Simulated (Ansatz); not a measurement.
Molecule (SMILES): [O]Cl (O-Cl), doublet.
Atoms: Cl1, O2. Bonds: Cl1-O2.

Basis-set convergence of the optimised Cl1-O2 bond length at PBE0 with Ansatz (a program for electronic structure). Cartesian d functions, on some or all atoms, in 6-311G**, 6-311+G**; all else is spherical. The program fits the integrals of some runs and decomposes those of others, by size. Open shells are unrestricted. No added dispersion term, no relativity. Reference: the value in pcseg-4, 1.5560 Å, itself unsure by roughly 0.0009 Å (its mean distance from aug-pcseg-3, aug-cc-pV(Q+d)Z, cc-pV(5+d)Z). Deviations are taken from unrounded values.

```tsv
basis	functions	optimised Cl1-O2 bond length (Å)
def2-SVP	32	1.5942
def2-SVPD	50	1.5888
pcseg-1	32	1.6081
aug-pcseg-1	50	1.6013
cc-pV(D+d)Z	37	1.5909
aug-cc-pV(D+d)Z	55	1.5808
6-311G**	45	1.6052
6-311+G**	53	1.5977
pcseg-2	64	1.5687
aug-pcseg-2	96	1.5661
def2-TZVP	68	1.5618
def2-TZVPD	86	1.5597
cc-pV(T+d)Z	69	1.5626
aug-cc-pV(T+d)Z	101	1.5603
def2-TZVPP	73	1.5616
def2-TZVPPD	91	1.5595
cc-pV(Q+d)Z	119	1.5585
aug-cc-pV(Q+d)Z	169	1.5574
pcseg-3	124	1.5571
aug-pcseg-3	174	1.5566
def2-QZVPP	127	1.5578
def2-QZVPPD	145	1.5573
```

What the diffuse functions change, pair by pair:
- def2-SVP to def2-SVPD: 18 more functions, deviation 0.0382 to 0.0329 Å
- pcseg-1 to aug-pcseg-1: 18 more functions, deviation 0.0521 to 0.0453 Å
- cc-pV(D+d)Z to aug-cc-pV(D+d)Z: 18 more functions, deviation 0.0350 to 0.0249 Å
- 6-311G** to 6-311+G**: 8 more functions, deviation 0.0492 to 0.0418 Å
- pcseg-2 to aug-pcseg-2: 32 more functions, deviation 0.0127 to 0.0101 Å
- def2-TZVP to def2-TZVPD: 18 more functions, deviation 0.0058 to 0.0037 Å
- cc-pV(T+d)Z to aug-cc-pV(T+d)Z: 32 more functions, deviation 0.0066 to 0.0043 Å
- def2-TZVPP to def2-TZVPPD: 18 more functions, deviation 0.0056 to 0.0036 Å
- cc-pV(Q+d)Z to aug-cc-pV(Q+d)Z: 50 more functions, deviation 0.0025 to 0.0014 Å
- pcseg-3 to aug-pcseg-3: 50 more functions, deviation 0.0011 to 0.0006 Å
- def2-QZVPP to def2-QZVPPD: 18 more functions, deviation 0.0019 to 0.0013 Å

They bring the value nearer the reference by more than 0.0009 Å in 9 of 11 pairs.
